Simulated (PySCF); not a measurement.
CH3, SMILES [CH3] (connectivity only; charge and spin as stated), charge +1, multiplicity 1.

Geometry optimised at B3LYP-D3(BJ)/def2-TZVPD. The spin state was assumed, not searched. The isomer is the one that the SMILES or the coordinates give; other isomers of the formula were not compared.

All values below come from M06-2X/def2-TZVPD (PySCF).

Isolated molecule, no solvent.

Question: Estimate the frontier levels, gap, dipole moment and polarisability. (An estimate is asked for; the answer gives what the named calculation found.)

Answer: 
```yaml
highest_occupied_level: -23.17 eV
lowest_empty_level: -11.45 eV
orbital_gap: 11.72 eV
dipole_moment_about_the_centre_of_nuclear_charge: 0.00 D
mean_static_polarisability: 8.9 bohr³ (1.32 Å³)
polarisability_principal_values: 6.9, 9.9, 9.9 bohr³
```
